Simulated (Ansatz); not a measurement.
# CH3P (phosphethene): the vertical ionisation energy, rung by rung

CH3P has 5 atoms, charge 0, and is taken as a singlet. As SMILES, `C=P`. The coordinates come from a GFN2-xTB relaxation.

```xyz
5

C    -0.2155   -0.4928    0.0910
P     0.7452    0.7767    0.5714
H    -0.3195   -1.3555    0.7292
H    -0.7609   -0.5268   -0.8368
H     0.5505    1.5984   -0.5548
```

Each level gives the vertical ionisation energy (to the doublet cation) (eV). The values are calculated.

```tsv
level	kind	program	value (eV)	less FCI/STO-3G
BHLYP/STO-3G	global hybrid	Ansatz	7.76	+0.49
PBE0/STO-3G	global hybrid	Ansatz	8.15	+0.88
HSE06/STO-3G	range-separated hybrid	Ansatz	8.14	+0.87
wB97M-V/STO-3G	range-separated hybrid	Ansatz	8.00	+0.73
wB97X/STO-3G	range-separated hybrid	Ansatz	8.07	+0.80
BCCD(T)/STO-3G	coupled cluster or CI	Ansatz	7.50	+0.23
CCSDT(Q)/STO-3G	coupled cluster or CI	Ansatz	7.50	+0.23
CCSDTQ/STO-3G	coupled cluster or CI	Ansatz	7.51	+0.24
FCI/STO-3G	exact in the basis	Ansatz	7.27	0.00
```

FCI/STO-3G is exact within its basis and frozen core, so for wave-function methods in that basis the difference is their error; functionals converge differently with the basis, so for them it is only a difference. The values span 7.27 to 8.15 eV. All rows use very small basis sets, so none should be taken for the real molecule's value.
